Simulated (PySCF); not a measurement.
## Static response to an electric field

Compound: chloroform, CHCl₃.
Structure used (GFN2-xTB), in Å, numbered top down from 1:
```
atom  x, y, z in Å
Cl1   -0.6063    1.5492   -0.4907
C2    -0.0064    0.0005    0.1189
Cl3   -0.9875   -1.3275   -0.5167
Cl4    1.6891   -0.2202   -0.3364
H5    -0.0803    0.0008    1.2077
```

Level: wB97X-D/def2-SVPD (PySCF), static field, nuclei fixed, core orbitals frozen in the response. The polarisability tensor in these axes (au):

```
x   60.59  0.00  1.12
y    0.00 60.66  0.01
z    1.12  0.01 44.05
```

Task: Give the principal values, the mean and the anisotropy Δα = √{½[(α1 − α2)² + (α2 − α3)² + (α1 − α3)²]}.

Result: Principal values 43.98, 60.66 and 60.67 au; mean 55.10 au = 8.17 Å³ = 9.08 × 10⁻⁴⁰ C²·m²/J; Δα = 16.69 au (30 % of the mean).

Task: What is the dipole moment, and where does it point?

Result: (-0.08, 0.00, 1.14) D, 1.14 D in size, pointing from the negative to the positive side. Measured along this direction, the outermost atoms are Cl1, Cl4 and Cl3 at the negative end and H5 at the positive end.

Task: Refractivity n − 1 of an ideal gas of it at 500 K and 1 atm, from the electronic α?

Result: N = p/kT = 1.4678 × 10¹⁹ cm⁻³, so n − 1 = 2π × N × 8.17 × 10⁻²⁴ cm³ = 753 × 10⁻⁶ at long wavelengths, for an ideal gas.

Task: In a dilute gas of rigid molecules at 400 K, how does the orientational term μ²/3kT compare with the electronic polarisability?

Result: In Gaussian units μ²/3kT = 7.91 Å³ against 8.17 Å³, a ratio of 0.97; the Debye molar polarisation (4π/3)N_A(α + μ²/3kT) is 40.6 cm³/mol, leaving out the vibrational part.

Task: What molar refraction does this α imply?

Result: Lorentz–Lorenz: R = (4π/3)N_A α = 2.5225 cm³/(mol·Å³) × 8.17 Å³ = 20.6 cm³/mol, in the limit of long wavelengths.

Task: Find the Langevin capture rate constant for NO+ (29.998 u) meeting this molecule (117.914 u), k = 2.342 × 10⁻⁹ cm³/s × √(α in Å³ / reduced mass in u).

Result: The reduced mass is 23.91 u, so k = 1.37 × 10⁻⁹ cm³/s. The formula leaves out the permanent dipole, which adds to the capture rate.

Task: Rayleigh depolarisation ratio (linearly polarised light, static tensor)?

Result: ρ = 3Δα²/(45ᾱ² + 4Δα²) = 835.5/(136624 + 1114.0) = 0.00607.

Geometry: GFN2-xTB; no solvent, vibrations or thermal averaging.
